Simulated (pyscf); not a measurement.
## Four-centre exchange: `[BH]=[NH]` + `[OH2]` → `[NH]=[B][OH]` + `[H][H]`

Gas phase, singlet surface, charge 0. Bonds broken: B1–H3, O5–H6. Bonds formed: B1–O5, H3–H6. Structures and frequencies: ωB97X-D3(BJ)/def2-SVP in PySCF.

Transition state (Å):

```xyz
7

B     -0.1440    -0.2637    -0.0934
N      0.0643     0.1966    -1.2882
H      0.2965     0.1084     1.1501
H      0.7015     0.9492    -1.5171
O     -1.1020    -1.2691     0.4691
H     -0.5558    -0.5047     1.2907
H     -1.9936    -1.1696     0.0982
```

One imaginary mode, 1600i cm⁻¹; descent along it reached the two sides named, in the forms told below.

| bond | change | reactant side (Å) | saddle | product side |
|---|---|---|---|---|
| B1–H3 | breaks | 1.205 | 1.371 | 3.2 |
| O5–H6 | breaks | 0.969 | 1.248 | 4.7 |
| B1–O5 | forms | 1.683 | 1.498 | 1.339 |
| H3–H6 | forms | 2.7 | 1.059 | 0.760 |

Electronic energies relative to the separated reactants (kcal/mol):

| level | barrier | reaction energy | reverse barrier |
|---|---|---|---|
| ωB97X-D3(BJ)/def2-TZVP | 38.1 | -12.8 | 50.8 |
| PBE/def2-TZVP | 28.8 | -13.3 | 42.1 |
| r²SCAN/def2-TZVP | 31.1 | -14.5 | 45.5 |
| B3LYP-D3(BJ)/def2-TZVP | 37.0 | -13.8 | 50.7 |
| PBE0-D3(BJ)/def2-TZVP | 32.4 | -13.2 | 45.7 |
| M06-2X/def2-TZVP | 37.0 | -15.6 | 52.6 |
| ωB97M-D3(BJ)/def2-TZVP | 37.5 | -12.7 | 50.2 |
| HF/def2-TZVP | 55.6 | -12.4 | 68.1 |

With ωB97M-D3(BJ)/def2-TZVP energies and thermal terms (ideal gas, 1 atm, RRHO with modes under 100 cm⁻¹ raised to 100, one conformer, R ln 2 for chiral ones without a mode under 150 cm⁻¹), in kcal/mol:

```
T (K)   ΔH‡   ΔG‡     ΔH     ΔG
-----  ----  ----  -----  -----
298    35.4  44.6  -16.0  -15.0
600    34.9  54.3  -15.2  -14.3
900    35.1  63.9  -14.6  -14.0
1200   35.7  73.4  -14.1  -13.9
```

On the reactant side the descent ends in an adduct with a B–O contact, 1.1 kcal/mol over the separated species and 37.0 kcal/mol under the saddle at ωB97X-D3(BJ)/def2-TZVP. What is counted as formed (B–O) is already present as a longer contact in the reactant adduct; forming that adduct is a step of its own. The same reactants have a lower exit, to H₂N–BH–OH (barrier +4.4 kcal/mol at ωB97M-D3(BJ)/def2-TZVP, against +37.5 kcal/mol here). HN=B–OH lies 22.0 kcal/mol over its isomer H₂N–B=O (electronic energy, ωB97M-D3(BJ)/def2-TZVP). One saddle was located; it need not be the lowest between these sides.
